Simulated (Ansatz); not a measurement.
Born–Oppenheimer molecular dynamics of CH4FSi (7 atoms, charge 0, multiplicity 2). It starts from a relaxed structure.

These are results of UKS PBE0-D4/def2-SVP (Ansatz 0.2.0), not measurements.

```
ensemble                      : NVE (velocity Verlet)
time step                     : 1 fs
steps asked                   : 100
starting velocities drawn for : 2000 K
seed                          : 668345
```

First frame:

```xyz
7
Properties=species:S:1:pos:R:3
C -0.651 0.394 -0.301
Si 0.928 -0.592 -0.108
F 0.636 -1.841 0.906
H -1.453 -0.216 -0.745
H -0.480 1.267 -0.950
H -0.994 0.752 0.684
H 2.015 0.237 0.513
```

**Question.** What does the run give?

**Answer.** The run went to its last step.

```json
{
  "steps done": "100",
  "time covered": "100 fs",
  "mean temperature over the second half": "1008 K",
  "spread of the potential energy over the second half": "26.9 meV per atom",
  "mean potential energy of the second half above the start": "93.5 meV per atom"
}
```

The conserved energy stayed within 4.1 meV per atom of its start (net change 0.2 meV per atom), so the integration is sound. The temperature averaged 0.50 of the 2000 K drawn at the start: a run that starts near a minimum puts about half its kinetic energy into the potential. A run of 0.1 ps of so small a system gives no equilibrium averages.

**Question.** What happens to the structure?

**Answer.** The same pairs are bonded in the first frame and the last. Pairs count as bonded within 1.25 times the sum of covalent radii (0.12 Å more for H–H). The details hang on the random start.

**Question.** How do temperature and energy run in time?

**Answer.** 
```
time (fs)  T (K)  potential energy less start (eV)  conserved less start (meV/atom)
      0.0   2000                             0.000                             0.00
      3.0   1080                             0.623                             4.00
      6.0   1214                             0.514                             0.89
      9.0    692                             0.864                             2.77
     12.0    686                             0.867                             2.54
     15.0   1149                             0.563                             1.87
     18.0   1109                             0.586                             1.44
     21.0   1171                             0.547                             1.54
     24.0   1318                             0.452                             1.70
     27.0    665                             0.881                             2.61
     30.0    567                             0.945                             2.66
     33.0    946                             0.689                             1.12
     36.0    596                             0.933                             3.62
     39.0   1321                             0.443                             0.57
     42.0   1023                             0.645                             1.95
     45.0    543                             0.962                             3.00
     48.0    897                             0.728                             2.18
     51.0   1148                             0.556                             0.78
     54.0    968                             0.688                             2.99
     57.0   1452                             0.360                             0.81
     60.0    637                             0.902                             3.02
     63.0    711                             0.851                             2.57
     66.0   1504                             0.329                             1.23
     69.0   1103                             0.600                             2.81
     72.0   1291                             0.461                             0.45
     75.0    889                             0.735                             2.48
     78.0    643                             0.894                             2.37
     81.0   1029                             0.644                             2.38
     84.0   1306                             0.448                            -0.07
     87.0    643                             0.902                             3.64
     90.0   1214                             0.515                             0.97
     93.0    718                             0.847                             2.70
     96.0    766                             0.814                             2.27
     99.0   1155                             0.554                             1.16
```

The run took 7 min on 1 thread of Arm Neoverse N1, on a shared host, peak memory 0.15 GiB.
